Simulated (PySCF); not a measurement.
Species: benzene, C₆H₆.
SMILES: `c1ccccc1`

Jobs on this species (12 atoms, 42 electrons) with PySCF (density fitting). Hardware of each: one thread of an Arm Neoverse V2, on a shared host. Times come from a shared host and carry two figures at best.

```csv
level and settings,work,basis functions,SCF cycles,wall time
"delta-SCF UKS SCAN, pcX-2 on the ionised atom, pcseg-1 elsewhere, spin-free X2C","ΔSCF core ionisation, 1 hole",145,?,?
"PBE0/pcseg-1, start guess vsap, level shift 0.3 Eh","shieldings, ring-centre shieldings, charges and field gradients",114,?,?
HSE06/3-21G,"shieldings, ring-centre shieldings, charges and field gradients",66,?,?
LC-wPBE/pcSseg-1,"shieldings, ring-centre shieldings",132,10,13 s
"HSE06/def2-TZVP, IEF-PCM methanol","shieldings, ring-centre shieldings",222,13,24 s
PBE0/def2-SVPD,"8 singlets by full TDDFT, 3 Tamm–Dancoff triplets, polarisability",168,11,17 s
PBE0/def2-SVPD,"6 singlets by full TDDFT, 2 Tamm–Dancoff triplets, polarisability",168,11,12 s
"HF/pcSseg-1, IEF-PCM tetrahydrofuran","shieldings, ring-centre shieldings",132,8,3.4 s
PBE0/pcSseg-1,"shieldings, ring-centre shieldings, charges and field gradients",132,11,7.9 s
```

Fill in the missing figures.

- delta-SCF UKS SCAN, pcX-2 on the ionised atom, pcseg-1 elsewhere, spin-free X2C; ΔSCF core ionisation, 1 hole: 11 s, 23 SCF cycles
- PBE0/pcseg-1, start guess vsap, level shift 0.3 Eh; shieldings, ring-centre shieldings, charges and field gradients: 7.5 s, 11 SCF cycles
- HSE06/3-21G; shieldings, ring-centre shieldings, charges and field gradients: 5.7 s, 11 SCF cycles

What do all jobs in the table cost together?

About 1.7 min; the longest takes about 24 % of that, and about 7.1 times as long as the shortest.
